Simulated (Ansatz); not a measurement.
Relaxation of BFH₅N (8 atoms, charge 0, multiplicity 1), to a largest force component of 0.03 eV/Å in at most 50 steps.

The calculation used RKS BLYP-D4/def2-SVP in Ansatz 0.2.0.

```xyz
8
Properties=species:S:1:pos:R:3
B 0.058 -0.102 -0.119
H 0.029 -0.535 1.004
N 1.271 -0.153 -0.807
H 2.150 -0.447 -0.379
H 1.380 0.162 -1.774
H -0.955 0.231 -0.690
F 0.102 2.038 1.226
H -0.007 1.208 1.639
```

Question: Where does it end, and by what steps?

Answer: It converged. After 5 steps the energy has fallen by 0.059 eV; F7 moved furthest, 0.28 Å.

```json
{"step": "0", "energy less start (eV)": "0.0000", "largest force component (eV/Å)": "0.575", "accepted": "yes"}
{"step": "1", "energy less start (eV)": "-0.0158", "largest force component (eV/Å)": "1.668", "accepted": "yes"}
{"step": "2", "energy less start (eV)": "-0.0446", "largest force component (eV/Å)": "0.730", "accepted": "yes"}
{"step": "3", "energy less start (eV)": "-0.0454", "largest force component (eV/Å)": "0.233", "accepted": "yes"}
{"step": "4", "energy less start (eV)": "-0.0559", "largest force component (eV/Å)": "0.436", "accepted": "yes"}
{"step": "5", "energy less start (eV)": "-0.0587", "largest force component (eV/Å)": "0.027", "accepted": "yes"}
```

```xyz
8
Properties=species:S:1:pos:R:3
B 0.048 -0.107 -0.176
H 0.022 -0.390 1.016
N 1.274 -0.171 -0.832
H 2.156 -0.390 -0.366
H 1.384 0.032 -1.828
H -0.969 0.155 -0.775
F 0.092 2.107 1.501
H 0.020 1.166 1.560
```

Run time: 6.2 s on 2 threads of Arm Neoverse V1 (shared host), peak memory 0.13 GiB.
